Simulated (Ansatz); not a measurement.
C$_{4}$H$_{4}$O$_{2}$ (`OC=C=C1CO1`). Total charge 0; spin multiplicity 1. All single points use the PBE0-D4/def2-TZVP geometry. It is one conformer, not always the lowest.

```xyz
10

O    -1.168   -1.120   -2.302
C    -0.178   -0.330   -1.822
C    -0.036    0.073   -0.586
C     0.170    0.462    0.623
C     0.687    0.393    1.959
O    -0.145    1.483    1.461
H    -1.765   -1.336   -1.576
H     0.513   -0.051   -2.611
H     0.204   -0.242    2.697
H     1.719    0.667    2.156
```

(1) What is the dipole moment at PBE/def2-TZVPP? (Best estimate.)

(2) And with r2SCAN, B3LYP, ωB97M-V? (Estimate.)

(3) Give the Mulliken charges with PBE, ωB97M-V, r2SCAN in def2-TZVPP. (Best estimate.)

## Answers

(1) Ansatz gave: 1.84 D, with components (0.50, -1.21, 1.29) D in this frame, pointing from negative to positive charge.

(2) Computed: r2SCAN 1.90 D, B3LYP 1.97 D, ωB97M-V 1.98 D.

(3) Ansatz gave: 
```
atom    PBE  ωB97M-V  r2SCAN
  O1  -0.23    -0.27   -0.30
  C2   0.06     0.10    0.13
  C3  -0.19    -0.19   -0.21
  C4   0.11     0.14    0.15
  C5  -0.02    -0.02    0.07
  O6  -0.23    -0.29   -0.29
  H7   0.20     0.19    0.21
  H8   0.11     0.12    0.09
  H9   0.10     0.11    0.07
 H10   0.10     0.11    0.07
```

B3LYP here is the variant with VWN-RPA as its local correlation; programs differ in this.
